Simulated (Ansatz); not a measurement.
Multireference treatment of NCO, doublet

Computed with Ansatz's Gaussian-basis code (development build); CASPT2, NEVPT3, NEVPT4(SD) by development code. Basis cc-pVTZ, nonrelativistic, 3 orbitals frozen in the corrections. State-specific CASSCF; RHF is the lowest restricted (open-shell) Hartree–Fock solution met. Letters tell apart solutions met in one space. No symmetry is imposed, so a solution can break that of the shape. Lower solutions, or ones in other orbitals, may exist.

Geometry:

```xyz
3

N     0.0000    0.0000   -1.2300
C     0.0000    0.0000    0.0000
O     0.0000    0.0000    1.1800
```

CASSCF less RHF, in eV, and natural occupations:

```tsv
CAS	CASSCF	occupations
(5,5) a	-1.924	1.97, 1.95, 1.01, 0.04, 0.03
(5,5) b	-1.840	1.94, 1.94, 1.00, 0.07, 0.05
(5,5) c	-1.497	1.98, 1.96, 1.00, 0.04, 0.02
```

(1) What totals less RHF do the corrections give on each solution?

(2) In CAS(5,5), is the solution lowest in CASSCF also lowest after SC-NEVPT2?

(3) How do single-reference totals in the same basis and frozen core stand against SC-NEVPT2 in CAS(5,5) a?

(4) Roughly how much CPU time does a whole run from the default start take (median of such runs, summed over threads; nearly all runs on one pinned thread of a shared server, mostly Xeon at 2.3 to 2.6 GHz, by a development driver)?

Results:

(1) 

```tsv
CAS	SC-NEVPT2	FIC-NEVPT2	NEVPT3	NEVPT4(SD)	CASPT2 (IPEA 0)
(5,5) a	-14.212	–	–	–	–
(5,5) b	-14.604	-14.643	-14.869	-15.347	-14.794
(5,5) c	-14.072	-14.153	-14.597	-15.197	-14.872
```

(2) No: (5,5) b is lowest after SC-NEVPT2, 0.39 eV under (5,5) a, which leads in CASSCF.

(3) CCSD(T) -1.373 eV, CCSDT -1.385 eV. Coupled cluster stands on the determinant that it favours, which can lie over the RHF solution above, and is in doubt where the occupations are far from 0, 1 and 2.

(4) CAS(5,5) b: about 12 s. Other jobs ran beside these, and the count of passes differs.
